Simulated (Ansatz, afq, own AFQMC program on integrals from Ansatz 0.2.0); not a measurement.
**Where AFQMC and coupled cluster stand for AlF⁻, quartet**

```xyz
2

Al    0.0000    0.0000    0.0000
F     0.0000    0.0000    1.7190
```

Basis aug-cc-pVDZ. Noble-gas cores (and the filled d shells of Ga–Kr and In–Xe) are frozen. Ansatz 0.2.0 and our own AFQMC program on the same integrals; the CISD trial comes from CCSD amplitudes, and released means the phaseless constraint is let go. Free AFQMC starts from the CCSD state and is never constrained. Its projection time is finite, and what remains of the start isn't in its error. ± is one standard error of the sampling.

Determinant: ROHF, the one that the program's search chose, which needn't be the lowest solution. The geometry is a PBE0/def2-TZVPD stationary point of this or a neighbouring charge and spin state.

No full CI on the walks' own integrals is used here; CCSDT(Q) serves as the reference and is uncertain by about the last step of the cluster series.

Cautions: lower spins were not checked.

The T1 diagnostic is 0.0198 and the weight of the determinant in the CISD state is 0.918. The size of the correlated space is 11 electrons in 44 orbitals.

| level | correlation energy (eV) |
| --- | --- |
| MP2 | -6.5406 |
| CCSD | -6.7084 |
| CCSD(T) | -6.8698 |

Q: Estimate where AFQMC with the constraint released lies against CCSD(T) on the same integrals.

A: 2.8 ± 1.7 kJ/mol below CCSD(T). The gap is under twice the noise, so this walk alone can't tell the two apart.

Reference: CCSDT(Q), correlation energy -6.890 eV. The released energy is read at 1.62 1/Eh, later times being too noisy (meV from the phaseless value at times in 1/Eh: -25 ± 12 at 0.24, -30 ± 15 at 0.51, -36 ± 19 at 0.99, -20 ± 18 at 1.62, -48 ± 22 at 2.40).

```tsv
level	E − E(reference) (kJ/mol)	share of correlation (%)
CCSD(T)	1.9	99.71
CCSDT	0.7	99.90
ph-AFQMC/HF	-2.7 ± 5.6	100.40
ph-AFQMC/CISD	1.1 ± 1.0	99.84
released AFQMC	-0.9 ± 1.7	100.13
free AFQMC	-0.8 ± 1.5	100.12
```

Free projections are given only where their last times agree within the noise and don't stop above the reference; a slow remainder of the start can still hide under it. A walk keeps the symmetry of its determinant, which the program's search chose and which needn't be the lowest solution, so a lower state of the same spin and another symmetry isn't excluded. Released energies are given only where the last usable release times agree within the noise; a slower fall can still hide under it.
